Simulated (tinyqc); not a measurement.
Coupled-perturbed Hartree-Fock on RHF in the sto-3g basis, for BH2+, spin multiplicity 1, step by step. One step of it, computed by the program tinyqc.

Question. Coupled step 2. U_ai = -(mu_ai + sum_bj [4 (ai|bj) - (ab|ij) - (aj|bi)] U_bj) / (e_a - e_i); alpha = -4 sum U_ai mu_ai.

U after step 1:
```
           i1         i2         i3
a4  -0.006694  -1.537810  -0.131335
a5   0.000000   0.000000   0.000000
a6  -0.000151   0.092239  -0.106673
a7  -0.000256  -0.017523   0.587703
```

dipole integrals <a|z|i> (bohr):
```
           i1        i2         i3
a4   0.096462  0.897714   0.060307
a5   0.000000  0.000000   0.000000
a6  -0.069311  0.027443   0.115929
a7  -0.010552  0.041777  -0.663686
```

orbital energies (hartree): MO1 -7.915130, MO2 -0.926473, MO3 -0.779000, MO4 -0.219250, MO5 -0.148916, MO6 0.128414, MO7 0.234668

Two-electron integrals over orbitals (pq|rs), unique and non-zero (hartree):
```
(11|11) 2.891895    (21|11) -0.259664   (21|21) 0.037089    (22|11) 0.614657
(22|21) -0.008665   (22|22) 0.460613    (31|11) -0.013012   (31|21) 0.001452
(31|22) -0.001894   (31|31) 0.008592    (32|11) 0.002188    (32|21) -0.000958
(32|22) -0.014558   (32|31) 0.013733    (32|32) 0.134347    (33|11) 0.536251
(33|21) -0.003590   (33|22) 0.445399    (33|31) 0.001033    (33|32) 0.010207
(33|33) 0.463543    (41|11) 0.143783    (41|21) -0.018620   (41|22) 0.011714
(41|31) -0.001082   (41|32) 0.000053    (41|33) 0.005570    (41|41) 0.025519
(42|11) -0.090786   (42|21) 0.006395    (42|22) 0.010523    (42|31) 0.000258
(42|32) -0.001696   (42|33) 0.015054    (42|41) 0.012656    (42|42) 0.073921
(43|11) -0.008825   (43|21) 0.000498    (43|22) -0.003901   (43|31) -0.002122
(43|32) 0.029599    (43|33) 0.002599    (43|41) 0.000667    (43|42) 0.003354
(43|43) 0.035552    (44|11) 0.686698    (44|21) -0.011319   (44|22) 0.436547
(44|31) -0.000363   (44|32) 0.001820    (44|33) 0.414485    (44|41) -0.010047
(44|42) -0.077158   (44|43) -0.005942   (44|44) 0.555233    (51|51) 0.021644
(52|51) 0.022249    (52|52) 0.076113    (53|51) 0.001133    (53|52) 0.002885
(53|53) 0.017935    (54|51) -0.011868   (54|52) -0.033402   (54|53) -0.001968
(54|54) 0.041564    (55|11) 0.742014    (55|21) -0.009594   (55|22) 0.467925
(55|31) -0.000455   (55|32) 0.000851    (55|33) 0.424454    (55|41) 0.005018
(55|42) -0.047294   (55|43) -0.004903   (55|44) 0.497551    (55|55) 0.586773
(61|11) 0.178786    (61|21) -0.027198   (61|22) 0.001835    (61|31) -0.003267
(61|32) -0.002771   (61|33) -0.000048   (61|41) 0.003496    (61|42) -0.014010
(61|43) -0.000272   (61|44) 0.016639    (61|55) 0.005252    (61|61) 0.027073
(62|11) -0.188695   (62|21) 0.005903    (62|22) -0.053143   (62|31) -0.001039
(62|32) -0.003985   (62|33) -0.013417   (62|41) -0.013503   (62|42) 0.003782
(62|43) 0.005173    (62|44) -0.048886   (62|55) -0.098204   (62|61) 0.002963
(62|62) 0.084375    (63|11) -0.046176   (63|21) 0.001222    (63|22) -0.018062
(63|31) -0.001210   (63|32) 0.062493    (63|33) -0.000011   (63|41) -0.000706
(63|42) 0.008316    (63|43) 0.032545    (63|44) -0.017682   (63|55) -0.024287
(63|61) -0.000430   (63|62) 0.019533    (63|63) 0.078878    (64|11) -0.101868
(64|21) 0.000474    (64|22) -0.028150   (64|31) 0.001350    (64|32) 0.011492
(64|33) 0.000131    (64|41) -0.003483   (64|42) 0.013294    (64|43) 0.002857
(64|44) -0.050903   (64|55) -0.051205   (64|61) 0.001683    (64|62) 0.050186
(64|63) 0.018725    (64|64) 0.041917    (65|51) -0.014910   (65|52) -0.046663
(65|53) -0.004978   (65|54) 0.008991    (65|65) 0.037793    (66|11) 0.589291
(66|21) -0.006806   (66|22) 0.455614    (66|31) 0.002339    (66|32) 0.033938
(66|33) 0.454676    (66|41) 0.019747    (66|42) 0.049360    (66|43) 0.016178
(66|44) 0.403750    (66|55) 0.436501    (66|61) -0.006583   (66|62) -0.038558
(66|63) 0.021317    (66|64) -0.011262   (66|66) 0.517464    (71|11) 0.032500
(71|21) -0.005535   (71|22) -0.001529   (71|31) 0.012426    (71|32) 0.018758
(71|33) 0.001807    (71|41) 0.000828    (71|42) -0.002154   (71|43) -0.003583
(71|44) 0.002828    (71|55) 0.000908    (71|61) 0.001709    (71|62) -0.001632
(71|63) -0.001932   (71|64) 0.002204    (71|66) 0.003004    (71|71) 0.019752
(72|11) -0.042229   (72|21) 0.000976    (72|22) -0.009030   (72|31) 0.008324
(72|32) -0.010231   (72|33) -0.003163   (72|41) -0.002145   (72|42) 0.005217
(72|43) -0.033061   (72|44) -0.013425   (72|55) -0.021312   (72|61) -0.001852
(72|62) 0.010463    (72|63) -0.045372   (72|64) 0.008834    (72|66) -0.017446
(72|71) 0.011643    (72|72) 0.057179    (73|11) 0.219230    (73|21) -0.005705
(73|22) 0.045815    (73|31) 0.000060    (73|32) 0.011916    (73|33) 0.024963
(73|41) -0.000096   (73|42) -0.055529   (73|43) -0.000788   (73|44) 0.095801
(73|55) 0.110545    (73|61) 0.005529    (73|62) -0.066899   (73|63) -0.011154
(73|64) -0.046137   (73|66) 0.003181    (73|71) 0.001376    (73|72) -0.021844
(73|73) 0.108745    (74|11) -0.013185   (74|21) 0.000380    (74|22) 0.003681
(74|31) -0.008161   (74|32) -0.070973   (74|33) -0.006687   (74|41) -0.000708
(74|42) 0.000663    (74|43) -0.002885   (74|44) -0.006631   (74|55) -0.006074
(74|61) 0.002370    (74|62) 0.008762    (74|63) -0.042310   (74|64) -0.004291
(74|66) -0.021219   (74|71) -0.011645   (74|72) 0.007021    (74|73) -0.013368
(74|74) 0.057733    (75|51) -0.002729   (75|52) -0.009172   (75|53) 0.015852
(75|54) 0.002009    (75|65) 0.003548    (75|75) 0.019111    (76|11) -0.002151
(76|21) 0.000555    (76|22) 0.013765    (76|31) -0.008395   (76|32) -0.105175
(76|33) -0.010368   (76|41) 0.002693    (76|42) 0.009725    (76|43) -0.041844
(76|44) -0.006868   (76|55) 0.000343    (76|61) 0.000034    (76|62) -0.006231
(76|63) -0.072152   (76|64) -0.012782   (76|66) -0.027818   (76|71) -0.011791
(76|72) 0.035878    (76|73) -0.016070   (76|74) 0.055522    (76|76) 0.110372
(77|11) 0.626645    (77|21) -0.008200   (77|22) 0.455310    (77|31) -0.003432
(77|32) -0.038200   (77|33) 0.461552    (77|41) 0.004723    (77|42) -0.000931
(77|43) -0.015089   (77|44) 0.445774    (77|55) 0.448382    (77|61) 0.005804
(77|62) -0.015602   (77|63) -0.032365   (77|64) -0.006387   (77|66) 0.451596
(77|71) -0.003207   (77|72) 0.008629    (77|73) 0.031016    (77|74) 0.019595
(77|76) 0.034058    (77|77) 0.504921
```

Give: U after step 2; polarisability.

Answer.

U after step 2:
```
         i1       i2       i3
a4  -0.0036  -1.6386  -0.1436
a5   0.0000   0.0000   0.0000
a6  -0.0022   0.1171  -0.0989
a7  -0.0006  -0.0135   0.5624
```

polarisability = 7.4479 bohr^3
